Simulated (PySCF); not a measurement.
# Vibration and rotation of S₂⁺

UHF-CCSD(T) constants of S₂⁺, ²Πg (doublet), unpaired electrons π ↑ (basis S def2-SVP; no relativity; PySCF 2.14; masses 31.9721 and 31.9721 u):

| Quantity | Value |
| --- | --- |
| ωe | 783.6 cm⁻¹ |
| ωexe | 3.72 cm⁻¹ |
| Be | 0.30524 cm⁻¹ |
| αe | 0.00174 cm⁻¹ |
| D (centrifugal) | 1.85e-07 cm⁻¹ |
| De to S⁺ + S | 4.23 eV |

Give the vibrational terms G(v) and spacings up to v = 6.

G(v) = ωe(v+½) − ωexe(v+½)².

```
v  G(v) (cm⁻¹)  G(v) − G(v−1)  Bv (cm⁻¹)
0        390.9                    0.3044
1       1167.0          776.2     0.3026
2       1935.8          768.7     0.3009
3       2697.0          761.3     0.2992
4       3450.9          753.8     0.2974
5       4197.3          746.4     0.2957
6       4936.2          739.0     0.2939
```

How well does the Morse estimate ωe²/(4ωexe) reproduce De, and what is D0?

It gives 5.12 eV, 121 % of the computed De. D0 = De − G(0) = 4.23 − 0.05 = 4.18 eV.

Correlated steps freeze 10 core orbitals. Correlated levels converge slowly with the basis: in double zeta they bind strong bonds too weakly, by up to about 1 eV, and carry superposition errors of some tenths. The state is the lowest determinant that a PBE0 search found; another state may lie lower at other levels.
